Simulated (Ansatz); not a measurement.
Born–Oppenheimer molecular dynamics of C2H6 + Cl (9 atoms, charge -1, multiplicity 1). It starts from a relaxed structure.

The calculation used RHF/def2-SVP (Ansatz).

- ensemble: NVE (velocity Verlet)
- time step: 0.5 fs
- steps asked: 500
- starting velocities drawn for: 400 K
- seed: 260396

First frame:

```xyz
9
Properties=species:S:1:pos:R:3
Cl 0.665 0.329 -3.045
C 0.532 0.363 0.561
C -0.708 -0.451 0.220
H 0.671 0.479 1.643
H 1.417 -0.105 0.134
H 0.471 1.349 0.101
H -0.774 -0.523 -0.865
H -1.619 0.019 0.606
H -0.656 -1.461 0.644
```

How far do the bonds stretch over the last three quarters of this one trajectory? (Pairs bonded in most of those frames.)


```tsv
bond	mean (Å)	spread (Å)	shortest	longest
C2–C3	1.523	0.018	1.49	1.56
C2–H4	1.100	0.029	1.04	1.16
C2–H5	1.090	0.018	1.06	1.12
C2–H6	1.096	0.039	1.03	1.16
C3–H7	1.091	0.017	1.06	1.12
C3–H8	1.102	0.042	1.02	1.19
C3–H9	1.100	0.038	1.03	1.16
```

Mean temperature of the second half: 207 K. The conserved energy stayed within 0.66 meV per atom of its start (net change 0.46 meV per atom), so the integration is sound. Over the second half the temperature averaged 0.52 of the 400 K drawn at the start: a run that starts near a minimum puts about half its kinetic energy into the potential. A run of 0.25 ps of so small a system gives no equilibrium averages. Limits of this set-up: an anion without diffuse functions.

Time of the run: 6.2 min on 1 thread of Arm Neoverse V1 (shared host), peak memory 0.12 GiB.
